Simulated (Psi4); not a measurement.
**TPSS/cc-pVTZ (sweep point 6) run of HSClO2 (SMILES O=[SH](=O)Cl)**

Aim: the vertical electron affinity of HSClO2 at TPSS/cc-pVTZ (sweep point 6), from 2 runs. 

The results are computed with Psi4 1.11.

**1. The system as given**

The species is HSClO2 (5 atoms), meant as a singlet with charge 0. As SMILES, `O=[SH](=O)Cl`. The shape is that of a GFN2-xTB optimisation.

Bond lengths: O1–S2 1.420 Å, S2–O3 1.420 Å, S2–Cl4 2.041 Å, S2–H5 1.399 Å. Angles: O1–S2–O3 121.1°, O1–S2–Cl4 109.2°, O3–S2–Cl4 109.1°, O1–S2–H5 107.8°, O3–S2–H5 107.8°, Cl4–S2–H5 99.9°.

**2. The energy at TPSS/cc-pVTZ (sweep point 6)**

File job.in:

```
memory 1.6 GB

molecule molecule1 {
  0 1
  O      0.148470    -1.060370     1.066830
  S      0.154100    -0.104110     0.017010
  O      0.880580    -0.334830    -1.181260
  Cl    -1.770220     0.385150    -0.453590
  H      0.587070     1.114160     0.551020
  symmetry c1
}

set globals {
  basis cc-pVTZ
  puream true
  scf_type pk
  dft_radial_points 99
  dft_spherical_points 590
}

energy_value, wavefunction = energy("tpss", return_wfn=True)
```

The run is started by

```
$ psi4 -i job.in -o job.out -n 1
```

job.out, cut to the lines that bear on the results:

```text
[...]
  Running in c1 symmetry.
[...]
  Nuclear repulsion =  243.413549884226597
[...]
  Multiplicity = 1
[...]
  Nalpha       = 25
  Nbeta        = 25
[...]
    Number of basis functions: 142
[...]
   @RKS iter   1: -1009.22337627469756    6.54049e-01   6.94440e-03 DIIS/ADIIS
[...]
   @RKS iter  10: -1009.55038846613547   -2.12874e-07   6.63583e-07 DIIS
[...]
    Orbital Energies [Eh]
    ---------------------
    Doubly Occupied:
       1A   -101.063396     2A    -88.626404     3A    -18.923084
       4A    -18.922970     5A     -9.289430     6A     -7.957582
       7A     -7.069975     8A     -7.060380     9A     -7.059764
      10A     -5.939275    11A     -5.936115    12A     -5.936070
      13A     -1.092204    14A     -0.990957    15A     -0.824038
      16A     -0.642304    17A     -0.520653    18A     -0.478000
      19A     -0.447315    20A     -0.353421    21A     -0.350430
      22A     -0.329548    23A     -0.325953    24A     -0.319357
      25A     -0.296642
[...]
  @RKS Final Energy: -1009.55038846613547
   => Energetics <=
    Nuclear Repulsion Energy =            243.4135498842265974
    One-Electron Energy =               -1875.6148614192668447
    Two-Electron Energy =                 694.2923175883294107
    DFT Exchange-Correlation Energy =     -71.6413945194245230
    Empirical Dispersion Energy =           0.0000000000000000
    VV10 Nonlocal Energy =                  0.0000000000000000
    Total Energy =                      -1009.5503884661354732
[...]
 Multipole Moments:
 ------------------------------------------------------------------------------------
     Multipole            Electronic (a.u.)      Nuclear  (a.u.)        Total (a.u.)
 ------------------------------------------------------------------------------------
 L = 1.  Multiply by 2.5417464519 to convert [e a0] to [Debye]
 Dipole X            :         -2.2970517            2.2030738           -0.0939779
 Dipole Y            :          0.1804210            0.6888796            0.8693006
 Dipole Z            :         -0.6907295            0.9413303            0.2506008
 Magnitude           :                                                    0.9095692
[...]
```

Run time: 39 s. Hardware: 1 thread of Intel Xeon 6975P-C (Granite Rapids), shared host; peak memory 1.3 GiB.

**3. The doublet anion, same level**

File calc.dat:

```
memory 1.6 GB

molecule m {
  -1 2
  O      0.148470    -1.060370     1.066830
  S      0.154100    -0.104110     0.017010
  O      0.880580    -0.334830    -1.181260
  Cl    -1.770220     0.385150    -0.453590
  H      0.587070     1.114160     0.551020
  symmetry c1
}

set {
  basis cc-pVTZ
  reference uks
  puream true
  scf_type pk
  dft_radial_points 99
  dft_spherical_points 590
  maxiter 150
}

energy('tpss')
```

The run is started by

```
$ psi4 -n 1 calc.dat calc.out
```

calc.out, cut to the lines that bear on the results:

```text
[...]
  Running in c1 symmetry.
[...]
  Nuclear repulsion =  243.413549884226597
[...]
  Multiplicity = 2
[...]
  Nalpha       = 26
  Nbeta        = 25
[...]
    Number of basis functions: 142
[...]
   @UKS iter   1: -1009.14575321514644    7.31673e-01   7.38177e-03 DIIS/ADIIS
[...]
   @UKS iter  12: -1009.53952578043993   -2.10807e-08   5.27608e-07 DIIS
[...]
   @S^2 Observed:                7.534302971E-01
[...]
    Orbital Energies [Eh]
    ---------------------
    Alpha Occupied:
       1A   -100.794691     2A    -88.330032     3A    -18.682835
       4A    -18.682783     5A     -9.023327     6A     -7.672103
       7A     -6.802117     8A     -6.795283     9A     -6.794771
      10A     -5.652170    11A     -5.651278    12A     -5.649635
      13A     -0.854167    14A     -0.756860    15A     -0.572172
      16A     -0.396347    17A     -0.279315    18A     -0.246986
      19A     -0.221065    20A     -0.121610    21A     -0.120403
      22A     -0.098912    23A     -0.091004    24A     -0.086054
      25A     -0.065083    26A      0.120571
    Alpha Virtual:
[...]
  @UKS Final Energy: -1009.53952578043993
   => Energetics <=
    Nuclear Repulsion Energy =            243.4135498842265974
    One-Electron Energy =               -1888.2416023860832865
    Two-Electron Energy =                 707.2776002981538568
    DFT Exchange-Correlation Energy =     -71.9890735767370700
    Empirical Dispersion Energy =           0.0000000000000000
    VV10 Nonlocal Energy =                  0.0000000000000000
    Total Energy =                      -1009.5395257804399307
[...]
 Multipole Moments:
 ------------------------------------------------------------------------------------
     Multipole            Electronic (a.u.)      Nuclear  (a.u.)        Total (a.u.)
 ------------------------------------------------------------------------------------
 L = 1.  Multiply by 2.5417464519 to convert [e a0] to [Debye]
 Dipole X            :         -2.2409814            2.2030738           -0.0379076
 Dipole Y            :         -0.7143817            0.6888796           -0.0255021
 Dipole Z            :         -0.9611443            0.9413303           -0.0198140
 Magnitude           :                                                    0.0497990
[...]
```

It took 61 s on 1 thread of Intel Xeon 6975P-C (Granite Rapids), shared host; peak memory 1.3 GiB.

**4. Results**

At TPSS/cc-pVTZ (sweep point 6):

| quantity | value |
| --- | --- |
| singlet HSClO2: total energy | -1009.55039 Eh |
| singlet HSClO2: dipole moment | 2.31 D |
| singlet HSClO2: HOMO energy | -8.07 eV |
| singlet HSClO2: LUMO energy | -2.79 eV |
| singlet HSClO2: HOMO–LUMO gap | 5.29 eV |
| doublet anion: total energy | -1009.53953 Eh |
| doublet anion: HOMO energy (highest over α and β) | 3.28 eV |
| doublet anion: LUMO energy (lowest over α and β) | 4.37 eV |
| doublet anion: ⟨S²⟩ | 0.753 |
| vertical electron affinity (to the doublet anion) | -0.296 eV |

In words: The anion lies 0.30 eV (28.5 kJ/mol) above the neutral: the electron isn't bound at this level, and such a value depends on the basis. Without diffuse functions anions come out too high. The HOMO (doublet anion) lies at positive energy, 3.28 eV, as semi-local functionals often give for anions; only total energies tell whether the electron is bound.
